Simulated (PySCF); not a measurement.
# Running PySCF for AlP⁺

File input.py (PySCF 2.14):

```python
from pyscf import gto, scf

mol = gto.M(
    atom='Al 0 0 0; P 0 0 2.242',
    basis='jorge-dzp-dkh',
    charge=1,
    spin=3,
    verbose=4,
)
mf = scf.ROHF(mol)
mf = mf.sfx2c1e()
mf.kernel()
mf.analyze()
print('orbital energies (hartree):', mf.mo_energy[..., max(0, mol.nelec[1]-3):mol.nelec[0]+3].round(4))
```

```bash
$ python input.py
```

The log (some set-up lines and the per-cycle HOMO/LUMO lines with their warnings removed):

```
PySCF version 2.14.0

[INPUT] verbose = 4
[INPUT] num. atoms = 2
[INPUT] num. electrons = 27
[INPUT] charge = 1
[INPUT] spin (= nelec alpha-beta = 2S) = 3
[INPUT] symmetry False subgroup None
[INPUT] Mole.unit = angstrom
[INPUT] Symbol           X                Y                Z      unit          X                Y                Z       unit  Magmom
[INPUT]  1 Al     0.000000000000   0.000000000000   0.000000000000 AA    0.000000000000   0.000000000000   0.000000000000 Bohr   0.0
[INPUT]  2 P      0.000000000000   0.000000000000   2.242000000000 AA    0.000000000000   0.000000000000   4.236765971275 Bohr   0.0

nuclear repulsion = 46.0256717793934
number of shells = 24
number of NR pGTOs = 88
number of NR cGTOs = 48
basis = jorge-dzp-dkh
ecp = {}

******** <class 'pyscf.x2c.sfx2c1e.sfX2C1eROHF'> ********
method = sfX2C1eROHF
initial guess = minao
damping factor = 0
level_shift factor = 0
DIIS = <class 'pyscf.scf.diis.CDIIS'>
diis_start_cycle = 1
diis_space = 8
diis_damp = 0
SCF conv_tol = 1e-09
SCF conv_tol_grad = None
SCF max_cycles = 50
direct_scf = True
direct_scf_tol = 1e-13
num. doubly occ = 12  num. singly occ = 3

******** <class 'pyscf.x2c.sfx2c1e.SpinFreeX2CHelper'> ********
approx = 1e
xuncontract = 1
Set gradient conv threshold to 3.16228e-05
init E= -583.703420765411
cycle= 1 E= -583.56572446172  delta_E= 0.138  |g|= 0.207  |ddm|=  1.1
cycle= 2 E= -583.601413678619  delta_E= -0.0357  |g|= 0.0844  |ddm|= 0.59
cycle= 3 E= -583.604606791156  delta_E= -0.00319  |g|= 0.0157  |ddm|= 0.13
cycle= 4 E= -583.605034037869  delta_E= -0.000427  |g|= 0.0109  |ddm|= 0.0439
cycle= 5 E= -583.605208628798  delta_E= -0.000175  |g|= 0.00521  |ddm|= 0.0244
cycle= 6 E= -583.605390792758  delta_E= -0.000182  |g|= 0.00393  |ddm|= 0.0312
cycle= 7 E= -583.605581544645  delta_E= -0.000191  |g|= 0.00182  |ddm|= 0.0525
cycle= 8 E= -583.605621325637  delta_E= -3.98e-05  |g|= 0.000486  |ddm|= 0.0295
cycle= 9 E= -583.605622875921  delta_E= -1.55e-06  |g|= 5.74e-05  |ddm|= 0.00659
cycle= 10 E= -583.605622879899  delta_E= -3.98e-09  |g|= 1.52e-05  |ddm|= 0.000169
cycle= 11 E= -583.605622880282  delta_E= -3.83e-10  |g|= 3.8e-06  |ddm|= 0.00011
Extra cycle  E= -583.605622880306  delta_E= -2.41e-11  |g|= 1.69e-06  |ddm|= 9.19e-06
converged SCF energy = -583.605622880306
**** SCF Summaries ****
Total Energy =                        -583.605622880305873
Nuclear Repulsion Energy =              46.025671779393406
One-electron Energy =                 -894.961812325452115
Two-electron Energy =                  265.330517665752836
Two-electron Coulomb Energy =          306.041356275894486
DFT Exchange-Correlation Energy =      -40.710838610141650
**** MO energy ****
                Roothaan           | alpha              | beta
[4 lines left out]
MO #5   energy= -5.62449943694183  | -5.64122067550019  | -5.60777819838597  occ= 2
MO #6   energy= -5.62449943692271  | -5.64122067548096  | -5.6077781983669   occ= 2
MO #7   energy= -5.20320695249988  | -5.20818590307601  | -5.1982280018883   occ= 2
MO #8   energy= -3.49364327774343  | -3.50135793470088  | -3.48592862080732  occ= 2
MO #9   energy= -3.49316752518586  | -3.49605023712363  | -3.49028481323307  occ= 2
MO #10  energy= -3.49316752517224  | -3.49605023710984  | -3.49028481321953  occ= 2
MO #11  energy= -0.974577423419916 | -1.07326784385097  | -0.875886905627471 occ= 2
MO #12  energy= -0.65118930706825  | -0.710599433619932 | -0.591779225288853 occ= 2
MO #13  energy= -0.390862824284375 | -0.56086237430568  | -0.22086347074132  occ= 1
MO #14  energy= -0.39044574216639  | -0.607446131465913 | -0.173445391623247 occ= 1
MO #15  energy= -0.390445742152464 | -0.60744613145173  | -0.173445391609437 occ= 1
MO #16  energy= -0.151542028190453 | -0.179870608399113 | -0.123213405968181 occ= 0
MO #17  energy= -0.151542028180974 | -0.179870608391063 | -0.123213405957279 occ= 0
MO #18  energy= -0.0549372707672546 | -0.0770315741358492 | -0.0328429448255224 occ= 0
[30 lines left out]
 ** Mulliken pop on meta-lowdin orthogonal AOs  **
 ** Mulliken pop  **
pop of  0 Al 1s           1.99999
pop of  0 Al 2s           1.99964
pop of  0 Al 3s           1.43490
pop of  0 Al 4s           0.00876
pop of  0 Al 5s           0.00010
pop of  0 Al 6s           0.00004
pop of  0 Al 7s           0.00003
pop of  0 Al 2px          1.99999
pop of  0 Al 2py          1.99999
pop of  0 Al 2pz          1.99999
pop of  0 Al 3px          0.09157
pop of  0 Al 3py          0.09157
[36 lines left out]
 ** Mulliken atomic charges  **
charge of    0Al =      0.82154
charge of    1P =      0.17846
Dipole moment(X, Y, Z, Debye):  0.00000, -0.00000,  2.11433
orbital energies (hartree): [-3.4932 -0.9746 -0.6512 -0.3909 -0.3904 -0.3904 -0.1515 -0.1515 -0.0549]
```

In short: E(SCF) = -583.605623 Eh, 11 cycles.

Wall time 1.4 s on one thread of a shared host.

The bond length is a typed value, not an optimised one. The dipole of an ion depends on the origin. No search for the lowest solution was made.
